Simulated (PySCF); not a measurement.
Gas-phase reaction: 2 SiH2F2 + SiH2Cl2 = 2 SiHCl + SiH4 + 2 F2

Method: PySCF energies (xtb for GFN2) plus ideal-gas RRHO corrections (1 bar). † marks an energy on the PBE0/def2-TZVP geometry and frequencies; other levels use their own. MP2 and CCSD(T) freeze the core. 6-31G* has spherical d functions here. All species are closed-shell singlets. B3LYP is the form with VWN-RPA correlation. SiHCl: computed as isolated molecules; such fragments, hydroxides, amides, oligomers or adducts are transient or little studied in the gas. MP2 isn't extrapolated to the basis-set limit; its ΔH°(298 K) is 1984.0 kJ in def2-SVP and 2094.4 kJ in def2-TZVPP. CCSD(T) isn't extrapolated to the basis-set limit; its ΔH°(298 K) is 1867.7 kJ in def2-SVP and 1983.0 kJ in def2-TZVPP. The harmonic model lacks anharmonicity and excited electronic states, which grow with temperature; levels with a mode under 35 cm⁻¹ are left out.

```
level               ΔE electronic, kJ  ΔH°(298 K), kJ  ΔS°(298 K), J/K  ΔG°(800 K), kJ
------------------  -----------------  --------------  ---------------  --------------
B3LYP/6-31G*                     1892            1863              301            1621
B3LYP/def2-TZVP†                 1970            1942              300            1702
BLYP/def2-TZVP†                  1876            1849              300            1609
CCSD(T)/def2-SVP†                1895            1868              300            1628
GFN2-xTB                         1797            1771              289            1541
HF/6-31G*                        2061            2030              303            1787
MP2/def2-TZVPP†                  2122            2094              300            1855
PBE0/def2-SVP†                   1911            1883              300            1643
PBE0/def2-TZVP                   1994            1966              300            1726
ωB97M-V/def2-TZVP†               2003            1975              300            1736
ωB97X-V/def2-TZVP†               2022            1995              300            1755
```
ΔH° is lowest at GFN2-xTB and highest at MP2/def2-TZVPP†. No reference value is set beside these.
